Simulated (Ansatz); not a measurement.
## Be₂Al: from a trial structure to a relaxed crystal

Theory: Ansatz 0.2.0, DFT PBE, scalar-relativistic, plane waves, PAW. Cutoff 420 eV, Γ-centred k mesh, Gaussian smearing, no spin polarisation in the final step.

The start is a random cell of Be₂Al with space group P4_2/m (No. 84), drawn with lower limits on the distances.

```
CELL_PARAMETERS angstrom
4.07852 0.00000 0.00000
0.00000 4.07852 0.00000
0.00000 0.00000 3.76495
ATOMIC_POSITIONS crystal
Be 0.12500 0.33333 0.00000
Be 0.87500 0.66667 0.00000
Be 0.66667 0.12500 0.50000
Be 0.33333 0.87500 0.50000
Al 0.50000 0.50000 0.00000
Al 0.50000 0.50000 0.50000
```

Cell and atoms relax at zero pressure; the relaxation can't lower the symmetry of the start. After a coarse first stage the cell is made exact in the group found at 0.06 Å.

The zero of energy is the elements' standard structures at the same level; no fitted shifts are applied.

Problem. Describe the relaxed structure.

Solution. It ends in P4_2/mmc (No. 131). Conventional cell: a = 4.225 Å, c = 4.860 Å. Be has 2 Be at 2.06–2.16 Å and 2 Al at 2.37 Å; Al has 4 Be at 2.37 Å and 2 Al at 2.43 Å.

```cif
data_structure
_symmetry_space_group_name_H-M 'P4_2/mmc'
_symmetry_Int_Tables_number 131
_cell_length_a 4.2254
_cell_length_b 4.2254
_cell_length_c 4.8601
_cell_angle_alpha 90.000
_cell_angle_beta 90.000
_cell_angle_gamma 90.000
_cell_volume 86.77
loop_
_atom_site_label
_atom_site_type_symbol
_atom_site_symmetry_multiplicity
_atom_site_Wyckoff_symbol
_atom_site_fract_x
_atom_site_fract_y
_atom_site_fract_z
_atom_site_occupancy
Be1 Be 4 l 0.00000 0.24406 0.00000 1
Al1 Al 2 b 0.50000 0.50000 0.00000 1
```

Problem. What are its volume, energy, density and gap?

Solution. The volume per atom is 14.46 Å³. The density is 1.72 g/cm³, the energy over the elements is 0.73 eV/atom and the gap on the 10×10×8 mesh is 0 eV (a metal).

The final run used a 10×10×8 mesh on its 6-atom cell and 0.10 eV smearing. For metals, differences of a few meV/atom aren't resolved. Symmetry constrained the relaxation, so the result can be a saddle point.

Cost: 2 runs of about 0.79 core-minutes in all, on Arm Neoverse V1 (shared hosts).